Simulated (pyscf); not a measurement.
# Addition across a multiple bond or ene-type step: F–BH–F + H₂C=CH₂ -> H₃C–CH₂–B(F)–F

Gas phase, singlet surface, charge 0. Bonds broken: B2–H4. Bonds formed: B2–C5, H4–C6. Single points on ωB97X-D3(BJ)/def2-SVP structures (PySCF, gas phase). Correlated levels are frozen-core, on RHF or UHF. ΔMP2 is the change of the MP2 total energy from the triple- to the quadruple-zeta basis.

Transition state (Å):

```xyz
10

F     -0.5675    -1.0725     1.1314
B     -1.2014    -0.4108     0.1057
F     -2.1978    -1.0759    -0.5700
H     -1.6741     0.6828     0.5562
C      0.0564     0.0199    -1.0979
C     -0.4953     1.1842    -0.5720
H      1.0029    -0.3565    -0.7060
H     -0.2919    -0.3583    -2.0606
H     -1.2714     1.7359    -1.1106
H      0.0072     1.7377     0.2266
```

One imaginary mode, 724i cm⁻¹; descent along it reached the two sides named.

| bond | change | reactant side (Å) | saddle | product side |
|---|---|---|---|---|
| B2–H4 | breaks | 1.201 | 1.274 | 2.8 |
| B2–C5 | forms | 3.0 | 1.793 | 1.567 |
| H4–C6 | forms | 3.0 | 1.707 | 1.106 |

Electronic energies relative to the separated reactants (kcal/mol):

| level | barrier | reaction energy | reverse barrier |
|---|---|---|---|
| ωB97X-D3(BJ)/def2-TZVP | 22.2 | -39.3 | 61.6 |
| PBE/def2-TZVP | 17.9 | -36.9 | 54.9 |
| r²SCAN/def2-TZVP | 18.3 | -39.1 | 57.4 |
| B3LYP-D3(BJ)/def2-TZVP | 25.1 | -34.9 | 60.0 |
| PBE0-D3(BJ)/def2-TZVP | 17.5 | -41.1 | 58.5 |
| M06-2X/def2-TZVP | 21.6 | -37.5 | 59.1 |
| ωB97M-D3(BJ)/def2-TZVP | 23.3 | -37.2 | 60.5 |
| HF/def2-TZVP | 41.0 | -30.9 | 71.9 |
| MP2/def2-QZVPP | 24.7 | -37.8 | 62.5 |
| CCSD/def2-TZVPP | 28.3 | -35.8 | 64.2 |
| CCSD(T)/def2-TZVPP | 26.3 | -35.7 | 62.0 |
| CCSD(T)/def2-TZVPP + ΔMP2(QZVPP) | 26.3 | -35.8 | 62.1 |

With CCSD(T)/def2-TZVPP + ΔMP2(QZVPP) energies and thermal terms (ideal gas, 1 atm, RRHO with modes under 100 cm⁻¹ raised to 100, one conformer, R ln 2 for rigid chiral ones), in kcal/mol:

```tsv
T (K)	ΔH‡	ΔG‡	ΔH	ΔG
298	27.2	38.8	-32.7	-22.2
600	27.3	50.5	-32.2	-11.8
900	27.8	62.0	-31.4	-1.8
1200	28.4	73.3	-30.4	+7.9
```

At the saddle there is also a short B–C contact that neither side keeps. One saddle was located; it need not be the lowest between these sides. The CCSD(T) − MP2 part came from Ansatz, without density fitting, on the same reference.
